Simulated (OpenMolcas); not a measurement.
## Worked example: vertical energy of the quartet above the doublet of C2H6B (SMILES [BH]CC)

The species is C2H6B (9 atoms), meant as a doublet with charge 0. SMILES: `[BH]CC`. Geometry: relaxed at PBE0-D4/def2-TZVP. This is one conformer, not always the lowest.

```xyz
9

B    -1.4153    0.5173   -0.6236
C     0.0775    0.3469   -0.3006
C     0.5047   -0.7315    0.6886
H    -1.9156    1.3072   -1.3703
H     0.5807    0.2110   -1.2732
H     0.4286    1.3412    0.0245
H     1.5883   -0.7462    0.8288
H     0.1973   -1.7210    0.3441
H     0.0422   -0.5710    1.6646
```

Both states at this one shape; open shells run unrestricted unless said. 1 Eh = 27.2114 eV.

| level | program | doublet C2H6B (Eh) | quartet C2H6B (Eh) |
| --- | --- | --- | --- |
| UHF/def2-SVPD | OpenMolcas | -103.764788 | -103.565903 |
| UM06-L/def2-SVPD | OpenMolcas | -104.489599 | -104.295534 |

**Question.** Work out the vertical gap, second state less first, at each level.

**Answer.** 
1. UHF/def2-SVPD: -103.565903 − (-103.764788) = 0.198885 Eh = 5.41 eV.
2. UM06-L/def2-SVPD: -104.295534 − (-104.489599) = 0.194065 Eh = 5.28 eV.

No measured value is set beside it here; the levels span 5.28 to 5.41 eV.
